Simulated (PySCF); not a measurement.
Species: hydrogen methyl disulfide, CH4S2.
Z-matrix (Å and degrees, PBE0-D3(BJ)/def2-SVP geometry), rows numbered from 1:
```
C 
S   1  1.8106
S   2  2.0650  1  102.33
H   1  1.0985  2  110.92  3   -56.93
H   1  1.1012  2  105.87  3  -175.23
H   1  1.0997  2  111.43  3    66.27
H   3  1.3569  2   98.74  1   -87.98
```

Computed with PySCF 2.14.0, density-fitted response routines, TDDFT wB97X-D/def2-SVPD, vertical, gas phase, core orbitals frozen in the response.

Computed states:

```
state  E (eV)       f
   S1    4.62  0.0050
   S2    5.00  0.0057
   S3    6.22  0.0086
   S4    6.35   0.014
   S5    6.59  0.0020
   S6    7.32   0.018
   S7    7.40   0.019
   S8    7.78   0.213
   S9    7.88   0.038
  S10    8.04   0.039
```

Each state is given a Gaussian of 0.5 eV full width at half maximum, with ε(max) = 2.175×10⁸ f / Δν̃ (Δν̃ the width in cm⁻¹). The cross-section is σ = 3.8235×10⁻²¹ ε cm², given in Mb (10⁻¹⁸ cm²). The width is an assumption, not a result. The curve ends short of the highest state used, and states not computed would add to its high-energy end.

Problem. What does the envelope look like, and where are its maxima?

Solution. 
λ (nm), σ (Mb) and a bar:
```
    166.6      20.35 ##############################
    171.0       8.65 #############
    175.4       3.22 #####
    179.8       1.01 #
    184.2       1.11 ##
    188.6       2.54 ####
    192.9       4.15 ######
    197.3       4.64 #######
    201.7       3.59 #####
    206.1       1.99 ###
    210.5       0.82 #
    214.8       0.27 
    219.2       0.08 
    223.6       0.06 
    228.0       0.14 
    232.4       0.34 #
    236.7       0.64 #
    241.1       0.99 #
    245.5       1.27 ##
    249.9       1.44 ##
    254.3       1.49 ##
    258.6       1.47 ##
    263.0       1.40 ##
    267.4       1.29 ##
    271.8       1.12 ##
    276.2       0.90 #
    280.5       0.67 #
    284.9       0.46 #
    289.3       0.29 
    293.7       0.17 
    298.1       0.09 
    302.5       0.05 
    306.8       0.02 
    311.2       0.01 
    315.6       0.00 
    320.0       0.00
```

Maxima: 255 nm (4.86 eV), ε about 390, made up of S1 (36%) and S2 (64%); 196 nm (6.31 eV), ε about 1200, made up of S3 (34%) and S4 (62%) (ε in L mol⁻¹ cm⁻¹; maxima over ε = 5, shares over 10%). At its high-energy end, 7.44 eV, the curve is still rising (ε about 5300, from S6, S7 and S8).

Problem. Coming from long wavelengths, where does ε first pass 100 L mol⁻¹ cm⁻¹?

Solution. At about 287 nm (4.32 eV), 0.30 eV below S1.

Problem. Does any computed singlet lie in the visible range?

Solution. No computed singlet lies in the visible range (380 to 750 nm); the lowest, at 268 nm, stands 1.36 eV above its violet end (3.26 eV).

Problem. On this curve, what absorbance would a 10⁻³ mol/L sample give at 193 nm over a 1 cm path?

Solution. 193 nm is 6.424 eV, where ε is about 1100 L mol⁻¹ cm⁻¹, so A = ε c l ≈ 1.1 (Beer–Lambert, with the gas-phase spectrum and the assumed width).

All these states lie below the vertical ionisation energy of 9.36 eV (ΔSCF).

One conformer stands for the species.
